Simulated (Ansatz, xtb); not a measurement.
C5H8O: which of two isomers lies lower

Structure X: `C[C@@H]1C[C@H]1C=O`, a singlet. Structure Y: `C[C@@H]1C[C@@H]1C=O`, a singlet. Both are isolated molecules in the gas phase, relaxed with PBE-D3(BJ)/def2-SVP; each stands in its lowest conformer found.

Problem. Estimate which is lower in electronic energy at CCSD(T)/def2-SVP + ΔMP2/def2-TZVPP, and by roughly how much.

Solution. The CCSD(T)/def2-SVP + ΔMP2/def2-TZVPP calculation puts structure X lower, by 4.87 kJ/mol.

The same difference at several levels:

| level | geometry | E(Y) − E(X) (kJ/mol) | departure from the last row (kJ/mol) | job, with rough time for the two |
| --- | --- | --- | --- | --- |
| GFN2-xTB | GFN2-xTB | +2.63 | −2.24 | optimisation, 0.4 s |
| HF/STO-3G | GFN2-xTB | +3.07 | −1.80 | single point, 1.2 s |
| r2SCAN-D4/def2-SVP | GFN2-xTB | +3.34 | −1.52 | single point, 9.3 s |
| PBE-D3(BJ)/def2-SVP | PBE-D3(BJ)/def2-SVP | +2.62 | −2.25 | optimisation, 46 s |
| HF/def2-SVP | PBE-D3(BJ)/def2-SVP | +7.04 | +2.17 | part of the CCSD(T) run |
| MP2/def2-SVP | PBE-D3(BJ)/def2-SVP | +4.68 | −0.19 | part of the CCSD(T) run |
| CCSD(T)/def2-SVP | PBE-D3(BJ)/def2-SVP | +4.62 | −0.25 | single point |
| CCSD(T)/def2-SVP + ΔMP2/def2-TZVPP | PBE-D3(BJ)/def2-SVP | +4.87 |  | single point, 2.1 min |

As drawn, both hold the same kinds of bond in the same numbers.

None of the levels shown reverses the order. The largest departure from CCSD(T)/def2-SVP + ΔMP2/def2-TZVPP is that of PBE-D3(BJ)/def2-SVP, 2.25 kJ/mol. The last row adds to CCSD(T) the change of the MP2 difference between the two basis sets, here +0.25 kJ/mol.

With thermal terms from frequencies at re-optimised GFN2-xTB minima (ideal gas, soft modes damped towards free rotors, one conformer each, 298.15 K, 1 atm): on the last row, ΔE + ΔZPE = +5.46, ΔH = +5.01, ΔG = +6.52 kJ/mol.

The correlated steps freeze 6 core orbitals. Programs: Ansatz 0.2.0, xtb 6.7.1; the last row on 2 threads of Intel(R) Xeon(R) Processor @ 2.50GHz (Skylake/Cascade Lake) on a shared host.
